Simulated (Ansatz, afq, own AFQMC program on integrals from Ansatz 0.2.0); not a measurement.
Integrals from Ansatz 0.2.0, then the random walk in our own AFQMC program (afq).

```yaml
crystal:
  periodic: [false, false, false]
  atoms:
    - {symbol: Cr, position_ang: [-0.477166, 0.003611, 0.002848]}
    - {symbol: C, position_ang: [1.574134, -0.011912, -0.009394]}
    - {symbol: H, position_ang: [1.944853, -1.042537, -0.006595]}
    - {symbol: H, position_ang: [1.961819, 0.503444, 0.875895]}
    - {symbol: H, position_ang: [1.951129, 0.494764, -0.904258]}
basis:
  gaussian: {orbitals: def2-SVP}
magnetization: {spin_polarized: true, initial_magnetization: 5}
correlation: {method: ccsd_t, electrons: outside_noble_gas, hamiltonian_folder: ham}
```

```sh
$ ansatz run in.yaml --threads 1 --pin off --events-out ev --progress --plain --max-ram 15360MiB --backend cuda --devices 0, --max-vram 18GiB
```

Options of the walk:

```
--method phaseless --trial hf --walkers 4000 --populations 20 --least-time 40 --time-step 0.005 --steps-per-block 20 --equilibration-blocks 160 --max-blocks 4000 --target-error 0.001050 --factor-cut 1e-05 --start spin_pure --seed 334 --taylor-order 6
```

Times are imaginary, in 1/Eh. The walk had a cap of 66 s. With eight or more populations the least sampling time is a fifth of least-time, and the error comes from their spread.

afq prints:

```
orbitals 50  electrons 9 4  factors 437 of 661
reference energy -1082.74253545 Eh
CCSD correlation -0.25142393 Eh in 16 cycles, weight of the determinant in the CISD state 0.8425
energy of the start -1082.743532 Eh
 block  time / (1/Eh)  mean weight  energy / Eh
     1     0.100  1.0013  -1082.806189
     2     0.200  1.0016  -1082.849470
     3     0.300  1.0017  -1082.882928
     4     0.400  1.0018  -1082.905548
     5     0.500  1.0014  -1082.921800
     7     0.700  1.0009  -1082.940430
     9     0.900  1.0008  -1082.958752
    17     1.700  0.9999  -1082.985150
    33     3.300  1.0002  -1083.001727
    49     4.900  1.0000  -1082.998741
    65     6.500  0.9998  -1082.997850
    81     8.100  1.0003  -1082.998141
    97     9.700  0.9999  -1082.991916
   113    11.300  1.0002  -1082.995971
   129    12.900  0.9993  -1082.999053
   145    14.500  1.0002  -1082.995429
   161    16.100  1.0002  -1082.997277
   177    17.700  1.0001  -1082.997610
   193    19.300  0.9999  -1082.988731
   209    20.900  1.0004  -1082.999468
   225    22.500  0.9998  -1082.990571
   241    24.100  0.9998  -1083.001354
   257    25.700  1.0006  -1082.993159
   273    27.300  1.0000  -1083.000918
   289    28.900  0.9997  -1082.990753
   305    30.500  1.0001  -1082.999544
   321    32.100  1.0001  -1082.993180
   329    32.900  0.9994  -1082.992774
error from the spread of 20 populations
energy -1082.996826 +/- 0.001036 Eh
(rows thinned)
```

The run passed its tests (sampling time, drift between the halves within three errors, error under three times the target), which doesn't prove that it has relaxed.

Against this walk (error 28.2 meV) on the same determinant: CCSD(T) 133.5 meV lower, CCSDT(Q) 178.8 meV lower, a separate phaseless walk with a CISD trial and standard settings 146.7 ± 28.6 meV lower. The error is statistical and leaves out the bias of the constraint. CCSDT(Q) is the surest value here, so the walk's 179 meV above it is most likely the bias of the constraint with this trial, which can have either sign.

Cautions: constraint bias not in the error; no relativity below Rb; outer-core shells of the metal frozen; strong correlation (T1 0.051, weight of the determinant 0.84, largest double 0.04); unrestricted determinant slightly spin contaminated (⟨S²⟩ 8.81 against 8.75).

The walk took 42 s on 1 × NVIDIA H100 80GB HBM3 with 2 threads of AMD EPYC 7R13 Processor (Zen 3), with other jobs on the host (the card was shared). The log's last line is the phaseless energy.

CCSDT and higher add their correlation energy to the determinant of the CCSD(T) run, since their own runs factorise the integrals more tightly (a shift of under 2 meV). A walk keeps the symmetry of its determinant, which the program's search chose and which needn't be the lowest solution, so a lower state of the same spin and another symmetry isn't excluded.
